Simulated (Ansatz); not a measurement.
# AlO+ (triplet): the correlation ladder, def2-QZVPP

The task here is to estimate one member of a computed series from the others.

Computed with Ansatz 0.2.0, Gaussian basis. Level: def2-QZVPP, core rule «outside noble gas», up to 6 orbitals frozen.

To be run: UHF; ROHF; CCSD(T) on UHF.

### The geometry

The geometry is a PBE0/def2-TZVP stationary point (not a proven minimum) of the parent state, kept for this charge and spin.

2 atoms, charge 1, spin multiplicity 3.

Atoms are counted from 1 here; the program's logs count them from 0.

Bond lengths: Al1–O2 1.784 Å.

Set-up of the first run:

Input file in.yaml:

```yaml
crystal:
  periodic: [false, false, false]
  atoms:
    - {symbol: Al, position_ang: [0.000000, 0.000000, 0.000000]}
    - {symbol: O, position_ang: [0.000000, 0.000000, 1.784100]}
basis:
  gaussian: {orbitals: "def2-QZVPP.json"}
total_charge: 1
magnetization: {spin_polarized: true, initial_magnetization: 2}
hamiltonian: {xc: hf}
output: {orbitals: {seedname: orbitals}}
```

The run is started by

```sh
$ ansatz run in.yaml --threads 1 --pin off --events-out ev --progress --plain --max-ram 2393MiB
```

Steps of the session up to this table: UHF; ROHF; CCSD(T) on UHF.

One of the session's tables, all rows but one given; the rest of the session is left out.

```
  method  from UCCSD(T) (kcal/mol)
    ROHF                   +163.26
     UHF                   +158.64
    UMP2                         ?
   UCCSD                     +6.10
UCCSD(T)                         0
```

**Question.** Estimate the row for UMP2.

The run gave: from UCCSD(T) (kcal/mol): +13.62. In the column «from UCCSD(T) (kcal/mol)» it lies between UCCSD (+6.10) and UHF (+158.64).
